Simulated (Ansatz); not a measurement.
The first iterations of a band of BH3 + H3P (8 atoms, charge 0, multiplicity 1).

The calculation used Ansatz 0.2.0, RHF/6-31G*.

| Item | Value |
| --- | --- |
| movable images | 5 |
| climbing image | yes |
| spring | 5.0 eV/Å² |
| optimiser | lbfgs |
| start path | through a guess of the saddle point |
| force threshold | 0.05 eV/Å |
| iteration limit | 60 |
| end points | relaxed |

Initial state:

```xyz
8
Properties=species:S:1:pos:R:3
B -0.030 0.800 -0.146
H -0.053 1.256 0.951
H 1.009 0.635 -0.699
H -1.046 0.512 -0.691
P 0.228 -3.396 1.199
H -0.552 -3.097 0.071
H 1.430 -2.912 0.662
H -0.090 -2.220 1.896
```

Final state:

```xyz
8
Properties=species:S:1:pos:R:3
B 0.197 -0.859 -0.511
H -0.459 1.369 2.781
H 1.156 -0.161 -0.524
H -0.861 -0.417 -0.820
P 0.318 -2.623 0.193
H -0.556 -3.348 -0.625
H 1.536 -3.082 -0.318
H -0.434 0.698 3.067
```

| iteration | highest image above the first end (eV) | largest band force component (eV/Å) |
| --- | --- | --- |
| 1 | 4.275 | 5.130 |
| 2 | 3.757 | 3.494 |
| 3 | 3.112 | 2.269 |
| 4 | 2.788 | 1.816 |
| 5 | 2.354 | 2.678 |
| 6 | 2.178 | 2.098 |
| 7 | 1.873 | 1.503 |
| 8 | 1.704 | 2.628 |
| 9 | 1.597 | 0.932 |
| 10 | 1.514 | 0.972 |
| 11 | 1.479 | 0.713 |
| 12 | 1.333 | 1.960 |
| 13 | 1.282 | 0.781 |
| 14 | 1.299 | 0.837 |
| 15 | 1.323 | 0.856 |
| 16 | 1.353 | 0.860 |
| 17 | 1.388 | 0.856 |
| 18 | 1.431 | 0.934 |
| 19 | 1.480 | 1.071 |

Question: Does the band converge within its limit, and where does its top end?

Answer: The forces met the threshold. It ended after 58 iterations with the highest image 1.706 eV above the first end. Neighbouring images differ by up to 1.5 eV, so the band resolves the path poorly. The order of the stationary point at the top wasn't checked. The orbitals stay closed-shell, which can raise the energy where a bond breaks towards radicals; this wasn't checked here.

The run took 2.1 min on 1 thread of Arm Neoverse V1 (shared host), peak memory 0.089 GiB.
